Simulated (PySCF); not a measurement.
**H3NO (hydroxylamine) at BCCD(T)/STO-3G**

What is the energy change on altering one bond length of H3NO (hydroxylamine) at BCCD(T)/STO-3G? 

The results are computed with PySCF 2.14.0.

9 further runs of the same task are left out: 9 set aside as unsound or not needed.

### Step 1. The structure to begin with

H3NO: 5 atoms, total charge 0, spin state singlet. As SMILES, `NO`. The shape is that of a GFN2-xTB optimisation. This is one conformer, not always the lowest.

Bond lengths: N1–O2 1.432 Å, N1–H3 1.020 Å, N1–H4 1.020 Å, O2–H5 0.966 Å. Angles: N1–O2–H5 105.0°, O2–N1–H3 105.6°, O2–N1–H4 105.6°, H3–N1–H4 107.4°.

### Step 2. The energy at BCCD(T)/STO-3G

Contents of calc.py:

```python
from pyscf import gto, cc
from pyscf.cc.bccd import bccd_kernel_

system = gto.M(
    atom='''
N     -0.178910    -0.366440    -0.312920
O      0.371730     0.674250     0.501760
H     -0.161770    -1.206140     0.265260
H     -1.156690    -0.114310    -0.454620
H      1.125640     1.012630     0.000530
''',
    spin=0,
    basis='sto-3g',
    charge=0,
    verbose=3,
    max_memory=1860,
)

mf = system.RHF()
mf.conv_tol = 1e-10
mf.kernel()
if not mf.converged:
    mf = mf.newton().run(mf.mo_coeff, mf.mo_occ)

mycc = cc.CCSD(mf, frozen=2).run()
mycc = bccd_kernel_(mycc, diis=True)
e_t = mycc.ccsd_t()
e_tot = mycc.e_tot + e_t
print('E(%s) = %.9f' % ('BCCD(T)', e_tot))
```

The run is started by

```console
$ OMP_NUM_THREADS=1 python calc.py
```

Log:

```text
converged SCF energy = -129.25979664587
E(CCSD) = -129.3708190372247  E_corr = -0.1110223913550463
BCCD loop starts.

******** <class 'pyscf.cc.ccsd.CCSD'> ********
CC2 = 0
CCSD nocc = 7, nmo = 11
frozen orbitals 2
max_cycle = 50
direct = 0
conv_tol = 1e-07
conv_tol_normt = 1e-05
diis_space = 6
diis_start_cycle = 0
diis_start_energy_diff = 1e+09
Init E_corr(CCSD) = -0.110939862554832
cycle = 1  E_corr(CCSD) = -0.112176627381788  dE = -0.00123676483  norm(t1,t2) = 0.0174054
cycle = 2  E_corr(CCSD) = -0.111989657562324  dE = 0.000186969819  norm(t1,t2) = 0.00454024
cycle = 3  E_corr(CCSD) = -0.111877556248679  dE = 0.000112101314  norm(t1,t2) = 0.00209485
cycle = 4  E_corr(CCSD) = -0.111836978973352  dE = 4.05772753e-05  norm(t1,t2) = 0.00045886
cycle = 5  E_corr(CCSD) = -0.111824316164117  dE = 1.26628092e-05  norm(t1,t2) = 0.000147834
cycle = 6  E_corr(CCSD) = -0.111821543830556  dE = 2.77233356e-06  norm(t1,t2) = 3.53864e-05
cycle = 7  E_corr(CCSD) = -0.111820630991624  dE = 9.12838932e-07  norm(t1,t2) = 1.38252e-05
cycle = 8  E_corr(CCSD) = -0.111820595587185  dE = 3.54044393e-08  norm(t1,t2) = 3.81441e-06
CCSD converged
E(CCSD) = -129.3707665784413  E_corr = -0.1118205955871846
BCC iter:    0  E:    -129.370766578441  dE:    5.246e-05  |t1|:    1.813e-03

******** <class 'pyscf.cc.ccsd.CCSD'> ********
CC2 = 0
CCSD nocc = 7, nmo = 11
frozen orbitals 2
max_cycle = 50
direct = 0
conv_tol = 1e-07
conv_tol_normt = 1e-05
diis_space = 6
diis_start_cycle = 0
diis_start_energy_diff = 1e+09
Init E_corr(CCSD) = -0.111778669626181
cycle = 1  E_corr(CCSD) = -0.111714088258177  dE = 6.4581368e-05  norm(t1,t2) = 0.00167488
cycle = 2  E_corr(CCSD) = -0.111728330269319  dE = -1.42420111e-05  norm(t1,t2) = 0.00027313
cycle = 3  E_corr(CCSD) = -0.111735502517664  dE = -7.17224834e-06  norm(t1,t2) = 7.17864e-05
cycle = 4  E_corr(CCSD) = -0.111737618633189  dE = -2.11611553e-06  norm(t1,t2) = 1.45002e-05
cycle = 5  E_corr(CCSD) = -0.111738225685953  dE = -6.07052764e-07  norm(t1,t2) = 5.89437e-06
cycle = 6  E_corr(CCSD) = -0.111738216993674  dE = 8.69227902e-09  norm(t1,t2) = 1.49589e-06
CCSD converged
E(CCSD) = -129.3707689730602  E_corr = -0.111738216993674
BCC iter:    1  E:    -129.370768973060  dE:   -2.395e-06  |t1|:    1.942e-04

******** <class 'pyscf.cc.ccsd.CCSD'> ********
CC2 = 0
CCSD nocc = 7, nmo = 11
frozen orbitals 2
max_cycle = 50
direct = 0
conv_tol = 1e-07
conv_tol_normt = 1e-05
diis_space = 6
diis_start_cycle = 0
diis_start_energy_diff = 1e+09
Init E_corr(CCSD) = -0.111741062093639
cycle = 1  E_corr(CCSD) = -0.111746865677671  dE = -5.80358403e-06  norm(t1,t2) = 0.000169359
cycle = 2  E_corr(CCSD) = -0.111745495681627  dE = 1.36999604e-06  norm(t1,t2) = 2.47076e-05
cycle = 3  E_corr(CCSD) = -0.111744913416404  dE = 5.82265223e-07  norm(t1,t2) = 6.88271e-06
cycle = 4  E_corr(CCSD) = -0.111744730952997  dE = 1.82463407e-07  norm(t1,t2) = 1.68993e-06
cycle = 5  E_corr(CCSD) = -0.111744683687974  dE = 4.72650232e-08  norm(t1,t2) = 7.24393e-07
CCSD converged
E(CCSD) = -129.3707686415994  E_corr = -0.1117446836879735
BCC iter:    2  E:    -129.370768641599  dE:    3.315e-07  |t1|:    7.680e-06
CCSD(T) correction = -0.000625255884118107
E(BCCD(T)) = -129.371393897
```

Run time: 1.1 s. Hardware: 1 thread of Arm Neoverse V1, shared host; peak memory 0.12 GiB.

### Step 3. The distorted shape

Contents of job.py:

```python
from pyscf import gto, scf, cc
from pyscf.cc.bccd import bccd_kernel_

system = gto.M(
    atom='''
N       -1.535959      -0.975529       0.589301
O       -0.985319       0.065161       1.403981
H       -1.518819      -1.815229       1.167481
H       -2.513739      -0.723399       0.447601
H        1.125640       1.012630       0.000530
''',
    charge=0,
    spin=0,
    basis='sto-3g',
    verbose=4,
    max_memory=1860,
)

hf = scf.RHF(system)
hf.conv_tol = 1e-10
hf.kernel()
if not hf.converged:
    hf = hf.newton().run(hf.mo_coeff, hf.mo_occ)

mycc = cc.CCSD(hf, frozen=2).run()
mycc = bccd_kernel_(mycc, diis=True)
e_t = mycc.ccsd_t()
etot = mycc.e_tot + e_t
print('E(%s) = %.9f' % ('BCCD(T)', etot))
```

The run is started by

```console
$ OMP_NUM_THREADS=1 python job.py
```

Log:

```text
PySCF version 2.14.0

[... 65 lines left out ...]
converged SCF energy = -128.886303744208
[... 12 lines left out ...]
Init t2, MP2 energy = -129.170433636112  E_corr(MP2) -0.284129891903947
[... 21 lines left out ...]
CCSD converged
[... 31 lines left out ...]
CCSD converged
[... 24 lines left out ...]
CCSD converged
[... 24 lines left out ...]
CCSD converged
[... 21 lines left out ...]
CCSD converged
[... 3 lines left out ...]
******** <class 'pyscf.cc.ccsd.CCSD'> ********
CC2 = 0
CCSD nocc = 7, nmo = 11
frozen orbitals 2
max_cycle = 50
direct = 0
conv_tol = 1e-07
conv_tol_normt = 1e-05
diis_space = 6
diis_start_cycle = 0
diis_start_energy_diff = 1e+09
Init E_corr(CCSD) = -0.356596202249945
cycle = 1  E_corr(CCSD) = -0.35659597780678  dE = 2.24443165e-07  norm(t1,t2) = 6.10257e-05
cycle = 2  E_corr(CCSD) = -0.356595444927895  dE = 5.32878885e-07  norm(t1,t2) = 9.16295e-05
cycle = 3  E_corr(CCSD) = -0.35659623574373  dE = -7.90815835e-07  norm(t1,t2) = 0.000155215
cycle = 4  E_corr(CCSD) = -0.35659598981918  dE = 2.4592455e-07  norm(t1,t2) = 1.47451e-06
cycle = 5  E_corr(CCSD) = -0.356596059709729  dE = -6.98905492e-08  norm(t1,t2) = 8.79603e-07
CCSD converged
E(CCSD) = -129.2387001025142  E_corr = -0.356596059709729
BCC iter:    4  E:    -129.238700102514  dE:   -2.904e-08  |t1|:    4.288e-06
CCSD(T) correction = -0.0100157586800637
E(BCCD(T)) = -129.248715861
```

Run time: 1.3 s. Hardware: 1 thread of Arm Neoverse V1, shared host; peak memory 0.1 GiB.

### Step 4. Summary of results

Level: BCCD(T)/STO-3G, 2 core orbitals frozen.

| quantity | value |
| --- | --- |
| first shape: total energy | -129.37139 Eh |
| first shape: correlation energy (2 core orbitals frozen) | -111.6 mEh |
| first shape: (T) correction | -0.63 mEh |
| distorted shape: total energy | -129.24872 Eh |
| distorted shape: correlation energy (2 core orbitals frozen) | -362.4 mEh |
| distorted shape: (T) correction | -10.02 mEh |
| energy change with the O2–H5 bond stretched from 0.966 to 2.706 Å | 3.338 eV |

In words: With the O2–H5 bond stretched from 0.966 to 2.706 Å the energy rises by 3.34 eV (77 kcal/mol). The first shape isn't relaxed at this level, so the change isn't measured from a minimum. A restricted reference can't describe the breaking bond well at this length. The minimal basis adds a large error of its own. The triples (first shape) make up 0.6 % of the correlation energy. The triples (distorted shape) make up 2.8 % of the correlation energy.
